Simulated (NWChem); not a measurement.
Ionisation of OS

```xyz
2

O      0.0000     0.0000     1.0012
S      0.0000     0.0000    -0.5006
```
Charge 0, spin multiplicity 3.

Everything below was run with NWChem. Structure: optimised with UPBE0/def2-SVP, a minimum by its harmonic frequencies.

Basis set: def2-TZVPD. −ε marks an orbital energy of the parent.

B3LYP has NWChem's definition, with VWN1-RPA local correlation. The structure started from a generated list of species. The unpaired electrons of the parent sit in orbitals of symmetry b1 and b2 (C2v labels of the run); other states weren't searched. The stability of the SCF solutions was not checked. Open-shell Hartree-Fock references start from PBE0 orbitals.

Q: For the first vertical ionisation energy, −ε(alpha HOMO) of BLYP gives 6.04 eV and −ε(alpha HOMO) of LDA (SVWN5) gives 6.24 eV. What do −ε(alpha HOMO) of B3LYP, −ε(alpha HOMO) of PBE, −ε(alpha HOMO) of HF give?

A: −ε(alpha HOMO) of B3LYP: 7.44 eV; −ε(alpha HOMO) of PBE: 6.19 eV; −ε(alpha HOMO) of HF: 11.77 eV.
